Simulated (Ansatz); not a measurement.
# SiClO− (SMILES O=[Si-]Cl): functionals against CCSD(T) at one geometry

An exercise on one series of results from a longer session: the logs are not shown, and one member is left open.

The runs use Ansatz 0.2.0, Gaussian basis; single points in def2-TZVPPD.

Cores are frozen in the correlated methods.

## The system as given

3 atoms, charge -1, spin multiplicity 1.

Atoms are counted from 1 here; the program's logs count them from 0.

Bond lengths: O1–Si2 1.449 Å.

As a file:

```tsv
atom	x (Å)	y (Å)	z (Å)
O1	0.3655	1.4116	0.3974
Si2	0.7514	0.0152	0.4308
Cl3	-1.1871	-1.4452	-0.7539
```

Set-up of the first run:

Contents of run/in.yaml:

```yaml
crystal:
  periodic: [false, false, false]
  atoms:
    - {symbol: O, position_ang: [0.365500, 1.411600, 0.397400]}
    - {symbol: Si, position_ang: [0.751400, 0.015200, 0.430800]}
    - {symbol: Cl, position_ang: [-1.187100, -1.445200, -0.753900]}
basis:
  gaussian: {orbitals: "def2-TZVPPD.json"}
total_charge: -1
correlation: {method: ccsd_t}
output: {forces: true}
```

The basis file named in the input lies beside it (Basis Set Exchange, JSON).

No record of the launch command was kept for these runs.

Among the steps run: CCSD(T)/def2-TZVPPD; PBE0-D4/def2-TZVPPD; wB97M-V/def2-TZVPPD; r2SCAN-D4/def2-TZVPPD; PBE-D4/def2-TZVPPD; B97M-V/def2-TZVPPD; CAM-B3LYP-D4/def2-TZVPPD.

One table of the session follows, with a row left open; its other results are not shown here.

| method | RMS force component (eV/Å) | angle to CCSD(T) forces (°) |
| --- | --- | --- |
| CCSD(T) | 2.940 | reference |
| PBE0-D4 | 2.650 | 1.8 |
| wB97M-V | 2.636 | 0.6 |
| r2SCAN-D4 | 2.807 | 0.9 |
| PBE-D4 | ? | ? |
| B97M-V | 2.582 | 0.7 |
| CAM-B3LYP-D4 | 2.491 | 0.9 |

Q: Estimate the row for PBE-D4 from the others.

**Answer.** RMS force component (eV/Å): 3.138; angle to CCSD(T) forces (°): 0.3. In the column «RMS force component (eV/Å)» it is the highest.
